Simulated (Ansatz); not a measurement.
2H WSe2 was calculated with PBE-D3(BJ) in Ansatz (plane waves, PAW).

Numerical settings: plane-wave cutoff 520 eV, 12×12×4 k mesh (along the axes of the cell as run), perturbation theory, no spin polarisation, scalar-relativistic PAW data made under PBE.

Computed at the level's own relaxed cell.

Space group P6₃/mmc (No. 194); a = b = 3.279 Å, c = 12.786 Å, α = β = 90.00°, γ = 120.00°

```csv
atom,site,symmetry,x,y,z
W,2c,-6m2,0.3333,0.6667,0.2500
Se,4f,3m.,0.6667,0.3333,0.1183
```

Harmonic phonon frequencies (cm⁻¹; i marks an imaginary mode; at Γ without the LO shift):

| q point | frequencies |
|---|---|
| Γ | 0 0 0 26 26 45 171 171 173 173 243 243 243 243 245 251 302 306 |
| M | 97 101 119 125 127 129 189 191 210 218 228 229 238 239 257 258 264 265 |
| K | 101 101 127 127 139 142 207 207 213 213 213 216 250 250 251 253 256 256 |
| A | 19 19 19 19 32 32 172 172 172 172 243 243 243 243 248 248 305 305 |

No imaginary mode appears at these points.

Note: the dispersion coefficients are held fixed in the derivatives.

Ansatz is a quantum-chemistry and plane-wave program.
